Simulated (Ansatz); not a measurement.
# AlH₃O₂: vertical ionisation energy

The task here is to estimate one member of a computed series from the others.

Computed with Ansatz 0.2.0, Gaussian basis. Level: unrestricted cation, the program's frozen cores in correlated methods.

The runs, in order: UKS PBE-D4/def2-TZVPP; UKS r2SCAN-D4/def2-TZVPP; UKS PBE0-D4/def2-TZVPP; UKS B3LYP-D4/def2-TZVPP; UKS wB97X-V/def2-TZVPP; UKS wB97M-V/def2-TZVPP; UKS B2PLYP/def2-TZVPP; UHF-CCSD(T)/def2-TZVPP; UHF-MP2/def2-QZVPP; extrapolation to the limit; then −ε(HOMO) from the neutral's earlier runs with LDA (SPW92), PBE-D4, revPBE-D4, BLYP-D4, r2SCAN-D4, B97M-V, PBE0-D4, B3LYP-D4, r2SCANh-D4, r2SCAN0-D4, HSE06-D4, BHLYP-D4, CAM-B3LYP-D4, LC-ωPBE, ωB97X-V, ωB97M-V.

## The geometry

An earlier PBE0-D4 in a triple-zeta def2 set relaxation fixed the geometry.

6 atoms, charge 0, spin multiplicity 1.

Atoms are counted from 1 here; the program's logs count them from 0.

Bond lengths: O1–Al2 1.692 Å, O1–H4 0.954 Å, Al2–O3 1.692 Å, Al2–H5 1.565 Å, O3–H6 0.954 Å. Angles: Al2–O1–H4 126.6°, O1–Al2–O3 124.1°, O1–Al2–H5 117.9°, O3–Al2–H5 117.9°, Al2–O3–H6 126.5°.

As a file:

```xyz
6
AlH3O2
O    -1.27116   -0.30709   -0.75341
Al    0.26916    0.30719   -0.41896
O     1.09560    0.05607    1.03561
H    -1.80947   -0.83944   -0.17221
H     0.97426    1.16106   -1.52512
H     0.78372   -0.44170    1.78789
```

Set-up of the first run:

in.yaml

```yaml
crystal:
  periodic: [false, false, false]
  atoms:
    - {symbol: O, position_ang: [-1.271161, -0.307093, -0.753411]}
    - {symbol: Al, position_ang: [0.269158, 0.307193, -0.418962]}
    - {symbol: O, position_ang: [1.095599, 0.056073, 1.035610]}
    - {symbol: H, position_ang: [-1.809471, -0.839435, -0.172208]}
    - {symbol: H, position_ang: [0.974256, 1.161064, -1.525118]}
    - {symbol: H, position_ang: [0.783718, -0.441701, 1.787889]}
basis:
  gaussian: {orbitals: def2-TZVPP}
total_charge: 1
magnetization: {spin_polarized: true, initial_magnetization: 1}
hamiltonian: {xc: pbe, dispersion: d4}
```

On the command line:

```sh
$ ansatz run in.yaml --threads 4 --pin off --events-out ev --progress --plain --max-ram 10444MiB
```

Steps of the session up to this table: Cation, UKS PBE-D4/def2-TZVPP; Cation, UKS r2SCAN-D4/def2-TZVPP; Cation, UKS PBE0-D4/def2-TZVPP; Cation, UKS B3LYP-D4/def2-TZVPP; Cation, UKS wB97X-V/def2-TZVPP; Cation, UKS wB97M-V/def2-TZVPP; Cation, UKS B2PLYP (frozen core)/def2-TZVPP; Cation, UHF-CCSD(T)/def2-TZVPP; Cation, UHF-MP2/def2-QZVPP.

One table of the session follows, with a row left open; its other results are not shown here.

Orbital estimates, from the neutral's runs:

| functional | −ε(HOMO) (eV) |
| --- | --- |
| LDA (SPW92) | 7.60 |
| PBE-D4 | 7.38 |
| revPBE-D4 | 7.31 |
| BLYP-D4 | 7.29 |
| r2SCAN-D4 | 7.77 |
| B97M-V | 7.83 |
| PBE0-D4 | 9.08 |
| B3LYP-D4 | ? |
| r2SCANh-D4 | 8.41 |
| r2SCAN0-D4 | 9.37 |
| HSE06-D4 | 8.67 |
| BHLYP-D4 | 10.64 |
| CAM-B3LYP-D4 | 10.62 |
| LC-ωPBE | 12.05 |
| ωB97X-V | 11.65 |
| ωB97M-V | 11.58 |

**Question.** Estimate the row for B3LYP-D4.

Worked estimate for «−ε(HOMO) (eV)». Against the share of exact exchange, BLYP-D4 (0, 7.29), BHLYP-D4 (0.5, 10.64) give a slope of 6.70 per unit share; at 0.2 the line stands at 8.63.

**Answer.** −ε(HOMO) (eV): 8.81. In «−ε(HOMO) (eV)» the line misses by -0.18.
